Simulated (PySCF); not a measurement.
Compound: ethylenediamine, C2H8N2.
SMILES with atom numbers: `[NH2:1][CH2:2][CH2:3][NH2:4]` (hydrogens: H5, H6 on N1; H7, H8 on C2; H9, H10 on C3; H11, H12 on N4)

Geometry (GFN2-xTB, Å), atoms numbered from 1 in this order:
```xyz
12
C2H8N2 angstrom
N      1.895   -0.210    0.080
C      0.528   -0.101    0.552
C     -0.528    0.099   -0.557
N     -1.894    0.212   -0.082
H      2.156    0.627   -0.432
H      1.981   -0.995   -0.558
H      0.484    0.743    1.249
H      0.296   -1.014    1.110
H     -0.295    1.011   -1.117
H     -0.487   -0.745   -1.254
H     -1.978    0.997    0.555
H     -2.156   -0.625    0.429
```

The closed-shell ground state was solved at several levels (PySCF, density fitting, gas phase, non-relativistic). The dipole stays under 0.02 D at every level.

| level | basis functions | HOMO (eV) | LUMO (eV) | gap (eV) |
| --- | --- | --- | --- | --- |
| B3LYP/pcJ-1 | 188 | -6.01 | 1.12 | 7.13 |
| CAM-B3LYP/def2-SVPD | 144 | -7.90 | 1.32 | 9.22 |

Estimate the row for PBE0/pcSseg-1, a basis of 108 functions; the other rows only guide the guess.

HOMO -6.27 eV, LUMO 1.41 eV, gap 7.68 eV.

Over all these levels, which gives the widest orbital gap and which the narrowest?

CAM-B3LYP/def2-SVPD (range-separated hybrid) has the widest, 9.22 eV, and B3LYP/pcJ-1 (global hybrid, 20 % exact exchange) the narrowest, 7.13 eV. Functional and basis both differ between the two, so the spread mixes both effects.

One conformer stands for the species.
